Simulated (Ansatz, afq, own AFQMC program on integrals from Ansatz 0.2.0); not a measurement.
GaSiH₂, quartet: AFQMC among the cluster methods

```xyz
4

Si    0.0000    0.0000    1.7384
Ga    0.0000    0.0000   -0.6618
H     0.0000   -1.4132   -1.3308
H     0.0000    1.4132   -1.3308
```

Connectivity, by distances: Si–GaH2.

Basis cc-pVDZ. Noble-gas cores (and the filled d shells of Ga–Kr and In–Xe) are frozen. AFQMC by an in-house program on the Cholesky factors that Ansatz 0.2.0 writes for its CCSD(T) run. The CISD trial takes its coefficients from CCSD amplitudes. Released means that phaseless walkers are propagated on without the constraint, phases kept. Free AFQMC starts from the CCSD state and is never constrained. Its projection time is finite, and what remains of the start isn't in its error. ± is one standard error of the sampling. No spin–orbit coupling.

Determinant: UHF, the one that the program's search chose, which needn't be the lowest solution. The geometry is a point of a scan.

No full CI on the walks' own integrals is used here; CCSDT(Q) serves as the reference and is uncertain by about the last step of the cluster series.

Cautions: no relativity below Rb; no spin-orbit coupling; inner d shell frozen; lower spins were not checked.

```
T1 diagnostic                               : 0.0296
weight of the determinant in the CISD state : 0.879
⟨S²⟩ of the determinant                     : 3.753
size of the correlated space                : 9 electrons in 36 orbitals
```

| level | correlation energy (eV) |
| --- | --- |
| MP2 | -3.1261 |
| CCSD | -4.0363 |
| CCSD(T) | -4.1498 |

Question: Estimate where phaseless AFQMC with a CISD trial lies against CCSD(T) on the same integrals.

Answer: 1.23 ± 0.29 mEh below CCSD(T).

Reference: CCSDT(Q), correlation energy -4.189 eV. The released energy is read at 2.40 1/Eh (meV from the phaseless value at times in 1/Eh: -4 ± 9 at 0.24, -8 ± 9 at 0.51, -8 ± 8 at 0.99, -7 ± 8 at 1.62, -1 ± 9 at 2.40).

```csv
level,E − E(reference) (mEh),share of correlation (%)
CCSD(T),1.45,99.06
CCSDT,0.23,99.85
ph-AFQMC/HF,1.81 ± 1.07,98.82
ph-AFQMC/CISD,0.22 ± 0.29,99.86
released AFQMC,0.18 ± 0.31,99.88
free AFQMC,-0.10 ± 0.36,100.07
```

Free projections are given only where their last times agree within the noise and don't stop above the reference; a slow remainder of the start can still hide under it. A walk keeps the symmetry of its determinant, which the program's search chose and which needn't be the lowest solution, so a lower state of the same spin and another symmetry isn't excluded. Released energies are given only where the last usable release times agree within the noise; a slower fall can still hide under it.
